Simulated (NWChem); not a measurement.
Molecule: C$_{2}$H$_{3}$F; SMILES C=CF

```xyz
6

C     -0.2367     1.1688     0.0000
C      0.4249     0.0197     0.0000
F     -0.1840    -1.1614     0.0000
H     -1.3284     1.1910     0.0000
H      0.3163     2.1084     0.0000
H      1.5158    -0.0751     0.0000
```
Atoms are numbered in this order, from 1.

Computed with NWChem. The geometry was optimised at PBE0/def2-SVP. Field at 589 nm.

For level B3LYP/aug-cc-pVDZ:

```
Property                          Result
--------------------------------  ------
isotropic polarisability (bohr³)    29.2
anisotropy (bohr³)                  13.8
```

Q: How do the values read with level B3LYP/def2-SVP instead?

A: The isotropic polarisability (bohr³) comes out as 22.1 and the anisotropy (bohr³) comes out as 18.2.
